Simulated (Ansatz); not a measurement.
**CH₅FNPS: up Jacob's ladder to CCSD(T)**

One table from this session's results is given with a row withheld; the runs are named, their logs left out.

The runs use Ansatz 0.2.0, Gaussian basis; functionals in def2-TZVPP, the program's frozen cores in correlated methods.

Levels to be run: LDA (SPW92), PBE-D4, revPBE-D4, BLYP-D4, r2SCAN-D4, B97M-V, PBE0-D4, B3LYP-D4, r2SCANh-D4, r2SCAN0-D4, HSE06-D4, BHLYP-D4, CAM-B3LYP-D4, LC-ωPBE, ωB97X-V, ωB97M-V, B2PLYP, PBE-QIDH; CCSD(T)/def2-SVP; CCSD(T)/def2-TZVPP; MP2/def2-QZVPP; extrapolation to the limit; RPA on PBE.

### The geometry

All runs share one geometry, relaxed beforehand with PBE0-D4 in a triple-zeta def2 set.

SMILES `FC(S)NP`, 10 atoms, charge 0, spin multiplicity 1.

Atoms are counted from 1 here; the program's logs count them from 0.

Bond lengths: F1–C2 1.394 Å, C2–S3 1.813 Å, C2–N4 1.398 Å, C2–H6 1.092 Å, S3–H7 1.342 Å, N4–P5 1.711 Å, N4–H8 1.010 Å, P5–H9 1.419 Å, P5–H10 1.425 Å. Angles: F1–C2–S3 108.8°, F1–C2–N4 112.8°, F1–C2–H6 105.9°, S3–C2–N4 108.2°, S3–C2–H6 111.3°, N4–C2–H6 109.9°, C2–S3–H7 95.3°, C2–N4–P5 119.3°, C2–N4–H8 113.9°, P5–N4–H8 120.7°, N4–P5–H9 98.1°, N4–P5–H10 101.9°, H9–P5–H10 93.3°.

Set-up of the first run:

in.yaml reads:

```yaml
crystal:
  periodic: [false, false, false]
  atoms:
    - {symbol: F, position_ang: [-0.651357, -0.227285, 1.679083]}
    - {symbol: C, position_ang: [-0.722176, 0.230085, 0.363934]}
    - {symbol: S, position_ang: [-1.139761, 1.994407, 0.382077]}
    - {symbol: N, position_ang: [0.481445, 0.072379, -0.330343]}
    - {symbol: P, position_ang: [0.836942, -1.435463, -1.057114]}
    - {symbol: H, position_ang: [-1.506971, -0.358483, -0.114728]}
    - {symbol: H, position_ang: [-2.058449, 1.895251, 1.355650]}
    - {symbol: H, position_ang: [1.223663, 0.675808, -0.005589]}
    - {symbol: H, position_ang: [1.738855, -0.971773, -2.049128]}
    - {symbol: H, position_ang: [1.880909, -1.926124, -0.220744]}
basis:
  gaussian: {orbitals: def2-TZVPP}
hamiltonian: {xc: lda}
output: {orbitals: {seedname: orbitals}}
```

Launch:

```sh
$ ansatz run in.yaml --threads 4 --pin off --events-out ev --progress --plain --max-ram 10444MiB
```

Among the steps run: LDA; PBE-D4 (GGA); revPBE-D4 (GGA); BLYP-D4 (GGA); r2SCAN-D4 (meta-GGA); B97M-V (meta-GGA); B3LYP-D4 (hybrid); r2SCANh-D4 (hybrid); r2SCAN0-D4 (hybrid); HSE06-D4 (hybrid); BHLYP-D4 (hybrid); CAM-B3LYP-D4 (range-separated); LC-ωPBE (range-separated); ωB97X-V (range-separated); ωB97M-V (range-separated); B2PLYP (double hybrid); PBE-QIDH (double hybrid).

One of the session's tables, all rows but one given; the rest of the session is left out.

It belongs to the step «Frontier levels by functional». 

```
  functional  HOMO (eV)  gap (eV)
 LDA (SPW92)      -6.23      4.90
      PBE-D4      -6.10      4.98
   revPBE-D4      -6.05      5.03
     BLYP-D4      -5.95      4.93
   r2SCAN-D4      -6.39      5.58
      B97M-V      -6.48      5.55
     PBE0-D4      -7.38      7.19
    B3LYP-D4      -7.13      6.69
  r2SCANh-D4      -6.86      6.38
  r2SCAN0-D4      -7.56      7.56
    HSE06-D4          ?         ?
    BHLYP-D4      -8.51      9.24
CAM-B3LYP-D4      -8.74      9.58
     LC-ωPBE     -10.16     12.25
     ωB97X-V      -9.78     11.70
     ωB97M-V      -9.61     11.27
```

Estimate the missing values for HSE06-D4.

The run gave: HOMO (eV): -6.97; gap (eV): 6.40. In the column «HOMO (eV)» it lies between B3LYP-D4 (-7.13) and r2SCANh-D4 (-6.86).
